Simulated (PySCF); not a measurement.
**Worked example: oscillator strength and radiative lifetime**

acetone (C3H6O), SMILES C(C)(=O)C.

The structure is a stationary point at PBE0-D3(BJ)/def2-SVP.

TDDFT-PBE/def2-SVPD (PySCF) puts the first singlet state with f over 0.02 at 5.58 eV (vertical), with the transition dipole (0.443, 0.000, 0.000) in atomic units.

Q: Find the oscillator strength, the wavelength and the radiative lifetime that this transition would have in vacuum if emission retraced absorption.

A: 
|μ|² = 0.1962 au, so |μ| = 1.13 D. ΔE = 5.58/27.211 = 0.2051 hartree. f = (2/3) ΔE |μ|² = 0.027 (the program prints 0.027).
λ = 1239.84/5.58 = 222 nm; ν = 45006 cm⁻¹.
Einstein's coefficient A = 0.6670 ν² f s⁻¹ (ν in cm⁻¹) = 3.6e7 s⁻¹, so τ = 1/A = 28 ns. This state is S2; the lower singlet has f = 0.000. The figure is the radiative limit of this one transition; relaxation, internal conversion, crossing to triplets and a medium change what is measured.
